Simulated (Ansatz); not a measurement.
This geometry of C₂H₄FN (8 atoms, charge 0, multiplicity 1) is a first-order saddle point.

Level of theory: RKS PBE0-D4/def2-SVP (Ansatz 0.2.0).

```xyz
8
Properties=species:S:1:pos:R:3
C -0.011 1.013 -0.212
N 0.743 -0.107 0.300
C 0.242 -1.246 0.322
F -0.994 -1.542 -0.108
H -0.302 0.862 -1.265
H -0.940 1.175 0.360
H 0.595 1.926 -0.149
H 0.758 -2.138 0.696
```

Q: Which two structures does it join? (They come from a converged band through this point; their orientation in space is the band's.)

A: No bond is made or broken. The dihedral H6–C1–N2–C3 goes from 0 to 122°. The two ends are copies of one structure, up to a mirror image or an exchange of like atoms.

First end point:

```xyz
8
Properties=species:S:1:pos:R:3
C -0.011 0.934 -0.452
N 0.731 -0.256 -0.133
C 0.217 -1.199 0.496
F -1.048 -1.231 0.943
H -0.008 1.073 -1.545
H -1.054 0.938 -0.095
H 0.514 1.805 -0.029
H 0.751 -2.121 0.759
```

Last end point:

```xyz
8
Properties=species:S:1:pos:R:3
C -0.157 1.019 -0.055
N 0.456 -0.095 0.618
C 0.324 -1.261 0.205
F -0.379 -1.622 -0.879
H -0.742 0.753 -0.951
H -0.813 1.547 0.655
H 0.628 1.737 -0.342
H 0.776 -2.135 0.691
```

Q: How far does it lie above each of them?

A: 0.036 eV above the first and 0.036 eV above the second. This is the barrier of this one path; another mechanism may lie lower.

Run time: 100 s on 1 thread of Arm Neoverse V1, on a shared host, peak memory 0.24 GiB.
